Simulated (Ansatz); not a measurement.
# What a trial cell of LiTi relaxes into

Method: DFT PBE, scalar-relativistic, plane waves, PAW (Ansatz 0.2.0). Cutoff 420 eV, Γ-centred k mesh, Gaussian smearing, no spin polarisation in the final step.

LiTi was placed on the NaTl (B32) structure type (Fd-3m, No. 227), with Li in place of Na, Ti in place of Tl, at a guessed volume.

```
CELL_PARAMETERS angstrom
0.00000 3.05976 3.05976
3.05976 0.00000 3.05976
3.05976 3.05976 0.00000
ATOMIC_POSITIONS crystal
Li 0.50000 0.50000 0.50000
Li 0.75000 0.75000 0.75000
Ti 0.00000 0.00000 0.00000
Ti 0.25000 0.25000 0.25000
```

Cell and atoms relax at zero pressure; the relaxation can't lower the symmetry of the start. After a coarse first stage the cell is made exact in the group found at 0.06 Å.

Formation energies are uncorrected and refer to the elements' standard structures at the same level.

Question: Describe the relaxed structure.

Answer: It keeps Fd-3m (No. 227). The result has the NaTl (B32) structure. Conventional cell: a = 6.505 Å. Li is coordinated by 4 Li at 2.82 Å, 4 Ti at 2.82 Å and 6 Ti at 3.25 Å; Ti is coordinated by 4 Li at 2.82 Å, 4 Ti at 2.82 Å and 6 Li at 3.25 Å.

Space group Fd-3m:1 (No. 227). a = 6.505 Å, b = 6.505 Å, c = 6.505 Å, α = 90.00°, β = 90.00°, γ = 90.00°
```csv
atom,site,symmetry,x,y,z
Li,8a,-43m,0.5000,0.0000,0.5000
Ti,8b,-43m,0.0000,0.0000,0.5000
```

Question: What are its volume, energy, density and gap?

Answer: The volume per atom is 17.21 Å³, the density is 2.64 g/cm³ and the energy over the elements is 0.59 eV/atom. The gap on the 12×12×12 mesh is 0 eV (a metal).

The final run used a 12×12×12 mesh on its 4-atom cell and 0.10 eV smearing. For metals, differences of a few meV/atom aren't resolved. Symmetry constrained the relaxation, so the result can be a saddle point.

Cost: 3 runs of about 0.45 core-minutes in all, on Arm Neoverse V1 (shared hosts).